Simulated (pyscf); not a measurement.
HC≡CH (SMILES C#C) + HCl (SMILES Cl) → H₂C=CH–Cl (SMILES C=CCl) (addition across a multiple bond or ene-type step; singlet surface; Cl–H broken, C–Cl, C–H formed). Single points on ωB97X-D3(BJ)/def2-SVP structures (PySCF, gas phase). MP2 and CC: frozen core, UHF for open shells. ΔMP2 is the change of the MP2 total energy from the triple- to the quadruple-zeta basis. Energies in kJ/mol from the separated reactants.

```tsv
level	barrier	reaction energy
ωB97X-D3(BJ)/def2-TZVP	184.2	-154.6
PBE/def2-TZVP	143.8	-156.7
r²SCAN/def2-TZVP	…	-156.2
B3LYP-D3(BJ)/def2-TZVP	169.5	-145.5
ωB97M-D3(BJ)/def2-TZVP	184.6	-139.9
HF/def2-TZVP	242.7	-120.2
CCSD(T)/def2-TZVPP + ΔMP2(QZVPP)	…	…
```

### Question
Complete the blanks.

### Answer

- r²SCAN/def2-TZVP, barrier: 155.3
- CCSD(T)/def2-TZVPP + ΔMP2(QZVPP), barrier: 200.1
- CCSD(T)/def2-TZVPP + ΔMP2(QZVPP), reaction energy: -129.8

One saddle was located; it need not be the lowest between these sides. The CCSD(T) − MP2 part came from Ansatz, without density fitting, on the same reference.
